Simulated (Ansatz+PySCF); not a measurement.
# singlet OH(-): levels of theory in one basis

```xyz
2

O     0.0000    0.0000   -0.1090
H     0.0000    0.0000    0.8717
```

Basis set: def2-SVP (spherical functions). Correlated methods keep 1 orbital frozen. Charge -1, multiplicity 1.

Computed with Ansatz (development build ahead of 0.2.0); each method stands on the lowest determinant of its kind that the runs found. NEVPT2 correlates all electrons. Active spaces start from the frontier orbitals, and the lowest solution found is given.

| method | E − E(RHF) (eV) | <S²> of the determinant |
| --- | --- | --- |
| RHF | 0.00 | 0.00 |
| RHF-MP2 | -5.31 | – |
| RHF-CCSD | -5.52 | – |
| RHF-CCSD(T) | -5.58 | – |
| full CI (lowest root of this spin) | -5.60 | – |
| CASSCF(8,5) | -0.67 | – |
| CASSCF(2,2) | -0.63 | – |
| SC-NEVPT2(8,5) | -4.98 | – |

(1) What does SC-NEVPT2(2,2) give on the same scale?

(2) Is a single determinant a sound starting point here?

## Answers

(1) -5.42 eV. NEVPT2 here correlates all electrons, so it doesn't share the others' frozen core.

(2) By this sign, yes. Unrestricted orbitals gain 0.00 eV and <S²> is 0.00 against 0.00 for a pure state. The CASSCF(8,5) natural occupations are 2.00, 2.00, 2.00, 1.97, 0.03. The CASSCF(2,2) natural occupations are 1.97, 0.03.

Caution: no diffuse functions for an anion. Caution for CASSCF(2,2): other starts end on other solutions of this active space.
